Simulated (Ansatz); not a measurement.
Input file:

```yaml
crystal:
  periodic: [false, false, false]
  atoms:
    - {symbol: N, position_ang: [0.000000, -0.320856, 1.279862]}
    - {symbol: O, position_ang: [0.000000, 0.278560, -1.128669]}
    - {symbol: H, position_ang: [0.000000, 0.607379, 1.716850]}
    - {symbol: H, position_ang: [0.000000, -0.570338, -1.586504]}
basis:
  gaussian: {orbitals: cc-pVDZ}
magnetization: {spin_polarized: false, initial_magnetization: 1}
correlation: {method: ccsdt_q, electrons: outside_noble_gas}
```

```sh
$ ansatz run in.yaml --threads 1 --pin off --events-out ev --progress --plain --max-ram 2393MiB
```

Output:

```
640 factors; integrals over basis functions are off by at most 1.7e-7 eV
mean field evaluation 1: about -3536.1430 eV, gradient 4.8e1 eV
mean field evaluation 2: about -3536.1692 eV, gradient 4.8e1 eV
mean field evaluation 4: about -3541.0466 eV, gradient 1.8e1 eV
mean field evaluation 8: about -3542.5582 eV, gradient 2.0e0 eV
mean field evaluation 16: about -3542.5764 eV, gradient 4.4e-4 eV
mean field evaluation 32: about -3533.5271 eV, gradient 3.9e1 eV
mean field evaluation 64: about -3544.1270 eV, gradient 9.0e-5 eV
mean field evaluation 96: about -3544.1270 eV, gradient 1.0e-3 eV
mean field evaluation 128: about -3544.1270 eV, gradient 4.3e-3 eV
mean field evaluation 160: about -3544.1270 eV, gradient 2.7e-4 eV
...
cycle  39  -12.80571716 eV  change    9.1e-6 eV  update   3.0e-6
cycle  40  -12.80571338 eV  change    3.8e-6 eV  update   2.3e-6
cycle  41  -12.80571380 eV  change   -4.1e-7 eV  update   1.9e-6
cycle  42  -12.80571515 eV  change   -1.4e-6 eV  update   1.4e-6
cycle  43  -12.80571324 eV  change    1.9e-6 eV  update   1.2e-6
cycle  44  -12.80571526 eV  change   -2.0e-6 eV  update   8.7e-7
cycle  45  -12.80571539 eV  change   -1.4e-7 eV  update   7.0e-7
cycle  46  -12.80571549 eV  change   -9.3e-8 eV  update   5.5e-7
cycle  47  -12.80571688 eV  change   -1.4e-6 eV  update   3.5e-7
cycle  48  -12.80571701 eV  change   -1.4e-7 eV  update   2.2e-7
perturbative correction -0.09463447 eV, -0.0034777526 hartree
WARN: these amplitudes may be one of several solutions (largest doubles amplitude 0.59, level shift 7.82 eV)
Total energy: -3555.47672673 eV, -130.6613597185 hartree
```

Ran on 1 thread of Intel Xeon 6975P-C, shared host: 65 s wall, 0.83 GiB peak host memory.
